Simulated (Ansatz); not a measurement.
`FC[SiH3]` → `[CH2]` (triplet) + `F[SiH3]` at 700 K and 1 bar (formal loss of a carbene).

Computed with Ansatz on PBE0-D4/def2-TZVP structures; ΔE is electronic, products minus reactants. CBS: MP2 limit from def2 TZ/QZ plus the TZ coupled-cluster correction, frozen cores. This one scheme is used for every species. Triplets are unrestricted, without spin–orbit coupling.

```
          species  CCSD(T)/CBS energy (Eh)  H − E (kJ/mol)  S (J/(mol·K))
       `FC[SiH3]`               -429.90570           197.7          370.6
`[CH2]` (triplet)                -39.09499            70.4          226.8
        `F[SiH3]`               -390.72345           108.4          291.4
```

H − E and S are ideal-gas, rigid-rotor, harmonic terms from PBE0-D4/def2-TZVP, with the whole ground term of open shells counted as degenerate. 1 Eh = 2625.50 kJ/mol, R = 8.31446 J/(mol·K).

Question: By hand: ΔE, ΔH, ΔS and ΔG.

Answer: ΔE = (-39.09499) + (-390.72345) − (-429.90570) = 0.08726 Eh = 229.1 kJ/mol. Δ(H − E) = 70.4 + 108.4 − 197.7 = -18.9, so ΔH = 210.2 kJ/mol. ΔS = 226.8 + 291.4 − 370.6 = 147.6 J/(mol·K). ΔG = 210.2 − 700 × (147.6)/1000 = 106.9 kJ/mol.

Question: By hand: the equilibrium constant, and the temperature at which ΔG would vanish if ΔH and ΔS stayed fixed.

Answer: log₁₀ K = −ΔG/(RT ln 10) = -8.0. ΔG = 0 at ΔH/ΔS = 1424 K.

The number of gas molecules changes by +1, which sets the sign of ΔS. A doubt of 5 kJ/mol in ΔE shifts log₁₀ K by 0.4 here. A triplet takes part, so the spin changes. These are equilibria of isolated gas molecules and say nothing of rates. Largest T1 diagnostic: 0.011 (customary marks: 0.02 for closed shells, 0.045 for open ones).
